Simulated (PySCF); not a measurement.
Compound: thioacrolein, C3H4S.
Numbering: `[CH2:1]=[CH:2][CH:3]=[S:4]` (hydrogens: H5, H6 on C1; H7 on C2; H8 on C3)

Geometry (PBE0-D3(BJ)/def2-SVP, Å), atoms numbered from 1 in this order:
```xyz
8
C3H4S angstrom
C     -1.2531    0.2266    0.0761
C     -0.1038   -0.4683    0.1246
C      1.1800    0.1409   -0.1576
S      2.6105   -0.6294   -0.1213
H     -2.2167   -0.2413    0.2917
H     -1.2595    1.2906   -0.1810
H     -0.0954   -1.5324    0.3825
H      1.1381    1.2133   -0.4150
```

Level of theory: core-valence-separated Tamm–Dancoff BHandHLYP/aug-pcX-1 (pcseg-1 on H, def2-SVPD on S) in PySCF, non-relativistic, gas phase, PBE0-D3(BJ)/def2-SVP geometry.

Computed carbon K-edge spectrum, Gaussian lines of 0.6 eV full width, highest printed point 100; it ends one width below the last computed root. BHandHLYP without relativity tends to put these K edges a few eV too low, so spacings mean more than positions.

```json
{"photon energy (eV)": "281.0", "absorption": "1"}
{"photon energy (eV)": "281.2", "absorption": "10"}
{"photon energy (eV)": "281.4", "absorption": "35"}
{"photon energy (eV)": "281.6", "absorption": "76"}
{"photon energy (eV)": "281.8", "absorption": "100"}
{"photon energy (eV)": "282.0", "absorption": "85"}
{"photon energy (eV)": "282.2", "absorption": "59"}
{"photon energy (eV)": "282.4", "absorption": "42"}
{"photon energy (eV)": "282.6", "absorption": "25"}
{"photon energy (eV)": "282.8", "absorption": "9"}
{"photon energy (eV)": "283.0", "absorption": "2"}
{"photon energy (eV)": "283.2", "absorption": "0"}
{"photon energy (eV)": "283.4", "absorption": "0"}
{"photon energy (eV)": "283.6", "absorption": "0"}
{"photon energy (eV)": "283.8", "absorption": "0"}
{"photon energy (eV)": "284.0", "absorption": "1"}
{"photon energy (eV)": "284.2", "absorption": "5"}
{"photon energy (eV)": "284.4", "absorption": "16"}
{"photon energy (eV)": "284.6", "absorption": "26"}
{"photon energy (eV)": "284.8", "absorption": "22"}
{"photon energy (eV)": "285.0", "absorption": "10"}
{"photon energy (eV)": "285.2", "absorption": "3"}
{"photon energy (eV)": "285.4", "absorption": "0"}
{"photon energy (eV)": "285.6", "absorption": "0"}
{"photon energy (eV)": "285.8", "absorption": "1"}
{"photon energy (eV)": "286.0", "absorption": "5"}
{"photon energy (eV)": "286.2", "absorption": "14"}
{"photon energy (eV)": "286.4", "absorption": "30"}
{"photon energy (eV)": "286.6", "absorption": "43"}
{"photon energy (eV)": "286.8", "absorption": "42"}
{"photon energy (eV)": "287.0", "absorption": "27"}
{"photon energy (eV)": "287.2", "absorption": "17"}
{"photon energy (eV)": "287.4", "absorption": "20"}
{"photon energy (eV)": "287.6", "absorption": "26"}
{"photon energy (eV)": "287.8", "absorption": "25"}
{"photon energy (eV)": "288.0", "absorption": "19"}
```

Task: Where are the maxima, and which lines make them up?

Result: 4 maxima:
- 281.8 eV: C3 (thiocarbonyl carbon), 281.89 eV, f = 0.068, 1s→π*, 55 % of the height at the exact maximum; C1 (terminal =CH2 carbon), 281.68 eV, f = 0.058, 1s→π*, 42 % of the height at the exact maximum
- 284.7 eV: C2 (alkene CH carbon), 284.65 eV, f = 0.031, 100 % of the height at the exact maximum
- 286.7 eV: C1 (terminal =CH2 carbon), 286.80 eV, f = 0.032, 56 % of the height at the exact maximum; C2 (alkene CH carbon), 286.56 eV, f = 0.018, 30 % of the height at the exact maximum
- 287.7 eV: C3 (thiocarbonyl carbon), 287.66 eV, f = 0.022, 69 % of the height at the exact maximum; C3 (thiocarbonyl carbon), 287.48 eV, f = 0.007, 16 % of the height at the exact maximum

Further lines of some strength in the range: C2, 282.39 eV, f = 0.040; C1, 286.38 eV, f = 0.011.

Roots within 0.03 eV on the same or equivalent atoms count as one line; shares under 12 % aren't listed.

Vibrational structure and lifetime widths aren't in the curve. The ionisation threshold wasn't computed; near and above it a finite basis only mimics Rydberg series and continuum.

One conformer stands for the species.
